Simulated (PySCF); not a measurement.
Gas-phase reaction: SiCl2F2 + SiCl4 = 2 SiCl2 + 2 ClF, at 1600 K and a standard pressure of 1 bar. Level: PBE0/def2-QZVP†.

Method: PySCF energies plus ideal-gas RRHO corrections (1 bar). † marks an energy on the PBE0/def2-TZVP geometry and frequencies. All species are closed-shell singlets. The harmonic model lacks anharmonicity and excited electronic states, which grow with temperature; levels with a mode under 35 cm⁻¹ are left out.

```json
[
 {"species": "SiCl2F2", "E (Ha)": "-1409.39127", "H(1600 K) − E (kJ/mol)": "175.5", "S°(1600 K) (J/mol/K)": "488.3"},
 {"species": "SiCl4", "E (Ha)": "-2129.91324", "H(1600 K) − E (kJ/mol)": "174.3", "S°(1600 K) (J/mol/K)": "503.6"},
 {"species": "SiCl2", "E (Ha)": "-1209.60897", "H(1600 K) − E (kJ/mol)": "93.6", "S°(1600 K) (J/mol/K)": "375.8"},
 {"species": "ClF", "E (Ha)": "-559.78977", "H(1600 K) − E (kJ/mol)": "60.5", "S°(1600 K) (J/mol/K)": "276.7"}
]
```
E: electronic energy; H − E holds the zero-point and thermal terms. 1 Ha = 2625.5 kJ/mol.

Task: Work out ΔH°, ΔS°, ΔG° and log10 K from these numbers.

Result: 1. ΔE = 2×(-1209.60897) + 2×(-559.78977) − 1×(-1409.39127) − 1×(-2129.91324) = 0.50703 Ha = 1331.2 kJ.
2. Δ(H − E) = 2×(93.6) + 2×(60.5) − 1×(175.5) − 1×(174.3) = -41.6 kJ, so ΔH° = 1289.6 kJ.
3. ΔS° = 2×(375.8) + 2×(276.7) − 1×(488.3) − 1×(503.6) = 313.1 J/K; the number of gas molecules changes by +2.
4. ΔG° = ΔH° − TΔS° = 1289.6 − 1600×(313.1)/1000 = 788.6 kJ.
5. log10 K = −ΔG°/(RT ln 10) = -25.75, with RT ln 10 = 30.63 kJ/mol; at standard pressures the reactants are favoured.
6. A shift of 10 kJ in ΔE would move log10 K by 0.33 here.
For scale, ΔH°(298 K) is 1316 kJ at this level, 1321 kJ at ωB97M-V/def2-TZVP†, and runs from 1012 to 1419 kJ over the 20 levels computed.
